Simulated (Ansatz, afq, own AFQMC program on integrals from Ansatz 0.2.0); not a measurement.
# NH3, singlet in 6-31G, levels against full CI

```yaml
atoms:
  - { symbol: N, position_ang: [0.0163, 0.0283, -0.0796] }
  - { symbol: H, position_ang: [0.9545, 0.0414, 0.3008] }
  - { symbol: H, position_ang: [-0.4666, 0.8366, 0.2925] }
  - { symbol: H, position_ang: [-0.7146, -1.2717, 0.5133] }
```

Basis 6-31G. Only valence electrons are correlated. Integrals, coupled cluster, full CI and functionals: Ansatz 0.2.0; the random walks run on the same integrals in our own AFQMC program. ph-AFQMC/CISD is guided by a CISD state made of CCSD amplitudes; releasing the constraint for a short imaginary time cuts its bias at the price of noise, slowly where states lie close. Error bars are statistical, one sigma.

Determinant: UHF, the one that the program's search chose, which needn't be the lowest solution. The geometry is a point of a scan.

Full CI on the same integrals is exact in this basis and with this determinant's frozen core.

Cautions: higher spins were not checked; an unrestricted solution with more broken spin lies lower (218 meV, ⟨S²⟩ 0.42), while this determinant keeps restricted orbitals.

* T1 diagnostic: 0.0145
* weight of the determinant in the CISD state: 0.906
* ⟨S²⟩ of the determinant: 0.000
* size of the correlated space: 8 electrons in 14 orbitals

| level | correlation energy (eV) |
| --- | --- |
| MP2 | -3.6334 |
| CCSD | -4.2013 |
| CCSD(T) | -4.2892 |

Task: Estimate where AFQMC with the constraint released lies against CCSD(T) on the same integrals.

Result: 0.58 ± 0.09 mEh below CCSD(T).

Reference: full CI, correlation energy -4.307 eV. The released energy is read at 2.40 1/Eh (meV from the phaseless value at times in 1/Eh: -2 ± 3 at 0.24, -2 ± 3 at 0.51, -2.7 ± 2.3 at 0.99, -4 ± 3 at 1.62, -2.6 ± 2.4 at 2.40).

| level | E − E(reference) (mEh) | share of correlation (%) |
| --- | --- | --- |
| CCSD(T) | 0.65 | 99.59 |
| CCSDT | 0.47 | 99.70 |
| CCSDT(Q) | 0.00 | 100.00 |
| CCSDTQ | 0.04 | 99.97 |
| ph-AFQMC/HF | 3.05 ± 1.66 | 98.07 |
| ph-AFQMC/CISD | 0.16 ± 0.15 | 99.90 |
| released AFQMC | 0.07 ± 0.09 | 99.96 |

CCSDT and higher add their correlation energy to the determinant of the CCSD(T) run, since their own runs factorise the integrals more tightly (a shift of under 2 meV). A walk keeps the symmetry of its determinant, which the program's search chose and which needn't be the lowest solution, so a lower state of the same spin and another symmetry isn't excluded. Released energies are given only where the last usable release times agree within the noise; a slower fall can still hide under it.
